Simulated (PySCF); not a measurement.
Problem. Give a PBE0-D3(BJ)/def2-SVP geometry of InChI=1S/C3H9PS/c1-4(2,3)5/h1-3H3.

Solution. 
```
atom  x, y, z in Å
C1    -0.6947    1.5713   -0.4219
P2     0.1568    0.2303    0.4718
C3     1.5458   -0.2281   -0.6160
C4    -0.9876   -1.1843    0.3624
S5     0.6852    0.6967    2.2883
H6    -0.9744    1.2735   -1.4438
H7    -1.5927    1.8498    0.1473
H8    -0.0252    2.4424   -0.4548
H9     2.0598   -1.0934   -0.1742
H10    1.2080   -0.4716   -1.6348
H11    2.2525    0.6131   -0.6457
H12   -1.2602   -1.4119   -0.6793
H13   -1.8899   -0.9449    0.9425
H14   -0.5039   -2.0572    0.8231
```

Any rigid rotation of these coordinates is as good. Atoms count from 1 in this order. P2 (phosphorus bonded to 3 C and S) is distorted tetrahedral (angles from 104.3° to 114.3°). All 3 C–P bonds measure 1.823 Å.

Bonds between heavy atoms (Å): C1–P2 1.823, P2–C3 1.823, P2–C4 1.823, P2=S5 1.948.

The calculation used PBE0-D3(BJ)/def2-SVP geometry optimisation, gas phase in PySCF 2.14.0.

Point group: C3v (tolerance 0.08 Å). Whether it is a minimum is left open (no frequencies).

Hardware: an Arm Neoverse V1 with one thread, shared host with 32 logical CPUs at a one-minute load of 12. Cost: 24 s of wall time, 0.50 GiB resident at most. That covers the optimisation of the geometry.
